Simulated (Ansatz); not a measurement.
Two isomers of C3H5NO: A = `COC=C=N`, B = `COCC#N`.

Computed with Ansatz on PBE0-D4/def2-TZVP structures; ΔE is electronic, products minus reactants. CCSD(T)/CBS is the MP2 limit (def2-TZVPP, def2-QZVPP) plus CCSD(T) − MP2 in def2-TZVPP, frozen cores. This one scheme is used for every species. DFT in def2-TZVPP. B3LYP here is the variant with VWN-RPA as its local correlation; programs differ in this. Each species was taken in one conformer, which may not be the lowest.

Which is lower in electronic energy at CCSD(T)/CBS, and by how much? (An estimate is asked.)

Ansatz gave: B, by 30.1 kcal/mol.

Give E(B) − E(A) in kcal/mol with BLYP-D4, HF/def2-TZVPP, PBE-D4, B3LYP, PBE0-D4, CCSD(T)/def2-SVP, LDA (SPW92). (Best estimate.)

Computed: BLYP-D4 -23.1, HF/def2-TZVPP -33.4, PBE-D4 -21.8, B3LYP -24.7, PBE0-D4 -24.5, CCSD(T)/def2-SVP -32.5, LDA (SPW92) -18.6. None reverses the order clearly.

Does the order hold for the free energy at 298.15 K (harmonic terms from PBE0-D4)? (Estimate.)

Computed: Yes: G(B) − G(A) = -29.0 kcal/mol, for one conformer each.

Largest T1 diagnostic: 0.014.

At CCSD(T), def2-SVP lies −2.4 kcal/mol from the extrapolated value and def2-TZVPP −1.1 kcal/mol. Leaving LDA and LC-ωPBE aside and taking each functional with its dispersion term where it has one, the values, not all of them listed here, spread over 7.6 kcal/mol, from PBE-QIDH to PBE-D4. LDA lies +3.0 kcal/mol from PBE without D4.
